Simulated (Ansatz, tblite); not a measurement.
**The cluster W₄−: one state, many levels**

Aim: run the doublet of the cluster W₄− at one geometry on many levels, and compare frontier levels, spin and run time.

The runs use Ansatz 0.2.0, Gaussian basis; as each input shows.

The runs, in order: GFN1-xTB, GFN2-xTB, PBE-D4/def2-TZVPD, r2SCAN-D4/def2-TZVPD, ωB97X-V/def2-TZVPD, PBE-QIDH/def2-TZVPD, BLYP-D4/def2-TZVPD, B97M-V/def2-TZVPD, BHLYP-D4/def2-TZVPD, PBE-D4/def2-SVPD, PBE0-D4/def2-SVPD, MP2/def2-TZVPD, RPA/def2-TZVPD.

2 further runs of the same task are left out: 2 set aside as unsound or not needed. Runs told in other sessions of the task aren't counted.

## (1) The structure

The geometry is that of the doublet, from an earlier relaxation (PBE0-D4/def2-SVPD). At that level it is the lowest of the isomers that a small search found.

4 atoms, charge -1, spin multiplicity 2.

Bond lengths: W1–W2 2.339 Å, W1–W3 2.339 Å, W1–W4 2.772 Å, W2–W3 3.769 Å, W2–W4 2.340 Å, W3–W4 2.339 Å. Angles: W2–W1–W3 107.3°, W2–W1–W4 53.7°, W3–W1–W4 53.7°, W1–W2–W3 36.3°, W1–W2–W4 72.7°, W3–W2–W4 36.3°, W1–W3–W2 36.3°, W1–W3–W4 72.7°, W2–W3–W4 36.3°, W1–W4–W2 53.7°, W1–W4–W3 53.7°, W2–W4–W3 107.3°.

As a file:

```xyz
4
charge -1, multiplicity 2
W    -2.14360   -1.94774    0.03140
W    -2.43850    0.36977   -0.08895
W     0.15933   -2.35919    0.01667
W    -0.13532   -0.04083   -0.08742
```

W takes a core potential in the def2 sets. No spin-orbit coupling is included. The ion is computed in the gas phase, without counter-ions or solvent.

PBE0-D4/def2-TZVPD was run before; its log isn't repeated, and its numbers join the tables.

## (2) GFN1-xTB

Tight binding, by tblite at 300 K electronic temperature and without a spin-polarisation term:

```python
tblite.interface.Calculator('GFN1-xTB', numbers, positions, charge=-1, uhf=1).singlepoint()
```

Energy -239.1093 eV; 0.005 s.

## (3) GFN2-xTB

Tight binding, by tblite at 300 K electronic temperature and without a spin-polarisation term:

```python
tblite.interface.Calculator('GFN2-xTB', numbers, positions, charge=-1, uhf=1).singlepoint()
```

Energy -273.0315 eV; 0.011 s.

## (4) PBE-D4/def2-TZVPD

start.molden holds the orbitals of an earlier run on this state, given as this run's starting guess.

Input file in.yaml:

```yaml
crystal:
  periodic: [false, false, false]
  atoms:
    - {symbol: W, position_ang: [-2.143605, -1.947744, 0.031396]}
    - {symbol: W, position_ang: [-2.438504, 0.369767, -0.088948]}
    - {symbol: W, position_ang: [0.159326, -2.359190, 0.016670]}
    - {symbol: W, position_ang: [-0.135317, -0.040833, -0.087418]}
basis:
  gaussian: {orbitals: def2-TZVPD, initial_orbitals: start.molden}
total_charge: -1
magnetization: {spin_polarized: true, initial_magnetization: 1}
hamiltonian: {xc: pbe, dispersion: d4}
scf: {omitted_lower_state_checks: [starts]}
output: {orbitals: {seedname: orbitals}}
```

Run with:

```bash
ansatz run in.yaml --threads 4 --pin off --events-out ev --progress --plain --max-ram 3916MiB
```

Further steps of the session: r2SCAN-D4/def2-TZVPD; ωB97X-V/def2-TZVPD; PBE-QIDH/def2-TZVPD; BLYP-D4/def2-TZVPD; B97M-V/def2-TZVPD; BHLYP-D4/def2-TZVPD; PBE-D4/def2-SVPD; PBE0-D4/def2-SVPD; MP2/def2-TZVPD; RPA/def2-TZVPD.

Before running them: what should the planned runs give, taken together? Wanted: gap in def2-TZVPD, named functionals, smallest and largest; correlation energy, MP2/def2-TZVPD; ⟨S²⟩ in def2-TZVPD, named functionals, smallest and largest; PBE0 total energy, smallest basis above largest.

The runs gave:

| quantity | value |
| --- | --- |
| gap in def2-TZVPD, named functionals, smallest and largest | 0.19 eV (BLYP-D4), 4.25 eV (ωB97X-V) |
| correlation energy, MP2/def2-TZVPD | -39.65 eV |
| ⟨S²⟩ in def2-TZVPD, named functionals, smallest and largest | 0.912, 3.749 |
| PBE0 total energy, smallest basis above largest | 1.13 eV (def2-SVPD, def2-TZVPD) |

**Reading.** Over the named functionals in def2-TZVPD the gap runs from 0.19 eV (BLYP-D4) to 4.25 eV (ωB97X-V); exact exchange widens it. Over the named functionals in def2-TZVPD spin contamination reaches 3.00 (BHLYP-D4), so some levels may describe another state. PBE-D4, BLYP-D4, r2SCAN-D4, B97M-V put the HOMO above zero; others here keep it below zero, so the sign hangs on the functional's self-interaction and doesn't show that the species is unbound.
